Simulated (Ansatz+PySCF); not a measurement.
Results of a calculation; reference values are marked as such.
## Ansatz (development build ahead of 0.2.0) run

```yaml
crystal:
  periodic: [false, false, false]
  atoms:
    - { symbol: C, position_ang: [0.0, 0.0, -0.24582] }
    - { symbol: H, position_ang: [0.0, 0.0, 1.47494] }
basis:
  gaussian: { orbitals: "6-31G" }
total_charge: 1
hamiltonian:
  xc: hf
correlation:
  method: mp2
  frozen_orbitals: { C: 1, H: 0 }
scf:
  omitted_lower_state_checks: [starts, atomic_configurations, cluster_reference, orbital_swaps, given_window_search, neighbouring_geometries, increment]
```

The input is written out in the form of the current development build from the run's settings.

The run gave:

- Converged: yes
- Reference energy: -37.80031 hartree
- Correlation energy: -0.05728 hartree
- Total energy: -37.85759 hartree
- Spin squared of the determinant: 0.000
- Stability test: minimum among restricted orbitals

Messages of the program:
```
mean field -1028.59870674 eV, -37.8003052633 hartree, gradient 9.3e-6 eV, S^2 0.000000; 0 other ends of a descent, 0 dependent functions left out; unlike orbitals of the two spins would lower it
```

Caution: bonds are stretched, where a single reference can fail; an unrestricted determinant lies well below.
